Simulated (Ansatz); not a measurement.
Two shapes of singlet B2H6.

Shape 1:

```xyz
8

B     0.0000    0.0000    0.8809
B     0.0000    0.0000   -0.8809
H     0.9934    0.0000    0.0000
H    -0.9934    0.0000    0.0000
H     0.0000    1.0515    1.4667
H     0.0000   -1.0515    1.4667
H     0.0000    1.0515   -1.4667
H     0.0000   -1.0515   -1.4667
```

Shape 2:

```xyz
8

B     0.0483   -0.0074    0.8701
B    -0.0363   -0.0218   -0.8543
H     1.0037   -0.0365   -0.0325
H    -0.9939    0.0237   -0.0440
H    -0.0340    1.0579    1.5028
H    -0.0394   -1.0271    1.4480
H    -0.0403    1.0804   -1.4601
H    -0.0103   -1.0986   -1.4802
```

Basis set: def2-TZVP (spherical functions). Left uncorrelated: 2 orbitals. Charge 0, multiplicity 1.

Computed with Ansatz (development build ahead of 0.2.0); each method stands on the lowest determinant of its kind that the runs found.

Question: Which shape is lower in energy, and by how much in each method?

Answer:

```tsv
method	E(2) − E(1) (eV)
RHF	0.218
RHF-MP2	0.198
```

Shape 1 is lower.
